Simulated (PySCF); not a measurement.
Cartesian coordinates in Å; atom numbers follow the order of the lines, from 1:
```xyz
10

C     1.8552   -0.0568   -0.2647
S     0.9041    0.2625    1.2352
S    -0.7317    1.2482    0.5565
C    -1.8599   -0.0839    0.0961
H     2.7758   -0.5480    0.0580
H     2.1010    0.8771   -0.7683
H     1.3175   -0.7219   -0.9402
H    -1.4958   -0.6307   -0.7733
H    -2.0066   -0.7620    0.9359
H    -2.8097    0.3931   -0.1553
```

Geometry: PBE0-D3(BJ)/def2-TZVP; GIAO shifts from PySCF, gas phase, non-relativistic, averaged over equivalent atoms.

At B97-2/pcSseg-2 (242 basis functions):
```csv
atoms,δ (ppm)
C1/C4,25.6
S2/S3,48.4
H5/H6/H7/H8/H9/H10,2.16
```

Scale: $^{13}$C (σref 185.38), $^{1}$H (σref 31.64) vs TMS; CS2 for $^{33}$S (σref 517.10) (reference shieldings calculated alike).

Problem. Predict the values at PBE0/pcSseg-2 on the same geometry.

Solution. 
```tsv
atoms	δ at PBE0/pcSseg-2	change
C1/C4	25.2	-0.4
S2/S3	42.1	-6.3
H5/H6/H7/H8/H9/H10	2.15	-0.01
```

Chemical shifts δ = σref − σ; $^{13}$C (186.03 ppm) and $^{1}$H (31.52 ppm) vs TMS; CS2 for $^{33}$S (512.98 ppm), all at this level.

The largest change is at S2/S3 (disulfide sulfur). Cost: 242 basis functions.
